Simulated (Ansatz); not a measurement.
**What each rung costs, and what it gives**

Saddle point of Si$_{2}$NH$_{9}$, singlet (SiNH₅ ([NH2][SiH3]) + SiH₄ → Si₂H₆ ([SiH3][SiH3]) + NH₃; bonds formed: Si1–Si7, N2–H6; bonds broken: Si1–N2, H6–Si7), PBE0-D4/def2-TZVP structure:

```tsv
atom	x (Å)	y (Å)	z (Å)
Si1	-1.2235	0.2698	0.5205
N2	-0.0766	-1.0723	1.1348
H3	-1.8202	-0.0681	-0.7826
H4	-2.2886	0.0392	1.5538
H5	-0.7127	1.6331	0.7492
H6	0.6641	-0.8452	0.3521
Si7	1.1876	0.5020	-1.3091
H8	0.2869	-0.9147	2.0731
H9	-0.4607	-2.0145	1.0788
H10	2.3577	1.3562	-0.8956
H11	1.7599	-0.3606	-2.4034
H12	0.3262	1.4754	-2.0719
```

Barriers are electronic and count from the start structure reached by relaxing down the imaginary mode.

Program: Ansatz 0.2.0. Basis: as named in each row. Cores are frozen in the correlated methods. B3LYP uses VWN-RPA correlation. Extrapolation: Hartree–Fock as exp(−7.88 √X), correlation as X^−2.97.

Times are rough, for one single point on 4 threads of a shared host (Arm Neoverse V2).

The estimate by CCSD(T) at an estimated basis limit (MP2 extrapolated from triple and quadruple zeta, plus CCSD(T) − MP2 in triple zeta) is 2.232 eV.

```tsv
method	basis	time (s)	barrier (eV)	method less estimate
HF	STO-3G	under 1	4.140	1.908
PBE-D4	STO-3G	under 1	2.566	0.334
SPW92	def2-SVP	under 1	1.301	-0.931
B3LYP-D4	6-31G	under 1	1.566	-0.666
PBE-D4	def2-SVP	under 1	1.609	-0.624
PBE0-D4	def2-SVP	under 1	1.801	-0.431
SPW92	def2-TZVPP	under 1	1.439	-0.793
PBE-D4	def2-TZVPP	1	1.702	-0.530
BLYP-D4	def2-TZVPP	2	1.979	-0.254
CCSD(T)	def2-SVP	2	2.278	0.046
B3LYP-D4	def2-TZVPP	2	2.121	-0.111
BHLYP-D4	def2-TZVPP	2	2.344	0.112
PBE0-D4	def2-TZVPP	2	1.892	-0.340
CAM-B3LYP-D4	def2-TZVPP	2	2.255	0.023
r2SCAN-D4	def2-TZVPP	3	1.985	-0.247
wB97M-V	def2-SVP	3	2.022	-0.210
r2SCAN0-D4	def2-TZVPP	3	2.079	-0.153
B2PLYP	def2-TZVPP	3	2.258	0.026
RPA on PBE	def2-TZVPP	3	2.274	0.042
PBE-QIDH	def2-TZVPP	4	2.128	-0.104
wB97X-V	def2-TZVPP	6	2.241	0.009
B97M-V	def2-TZVPP	6	2.094	-0.138
wB97M-V	def2-TZVPP	6	2.152	-0.080
MP2	def2-QZVPP	13	2.283	0.050
CCSD(T)	def2-TZVPP	51	2.227	-0.005
```

All methods are single points on the PBE0-D4 structures.

The T1 diagnostic stays at or below 0.013.

Labels in which every atom is bracketed show which atoms are joined, not bond orders.
